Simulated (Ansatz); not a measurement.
## Which level was it?

The species is AlSiH4Cl (7 atoms), meant as a singlet with charge 0. SMILES: `[SiH3][AlH][Cl]`. The coordinates come from a PBE0-D4/def2-TZVP relaxation.

```tsv
atom	x (Å)	y (Å)	z (Å)
Si	-0.8612	0.5825	-0.3112
Al	1.0948	-0.6124	0.5431
Cl	1.7834	-2.2231	-0.6229
H	-2.0127	-0.3518	-0.4553
H	-0.5676	1.1547	-1.6551
H	-1.2766	1.6961	0.5863
H	1.9011	-0.3140	1.8695
```

Orbital energies are those of the mean-field step.

A calculation with Ansatz 0.2.0 gave:

| Quantity | Value |
| --- | --- |
| total energy | -981.6121 Eh |
| HOMO energy | -7.96 eV |
| LUMO energy | 7.36 eV |
| HOMO–LUMO gap | 15.33 eV |

Which of these levels gave the numbers?
A. CCSD(T)/aug-cc-pVDZ
B. HF/STO-3G
C. HF/aug-cc-pVDZ
D. B3LYP/6-31G* (Cartesian functions)

B. The others give -993.1249 Eh (CCSD(T)/aug-cc-pVDZ), -994.5869 Eh (B3LYP/6-31G* (Cartesian functions)), -992.7463 Eh (HF/aug-cc-pVDZ).
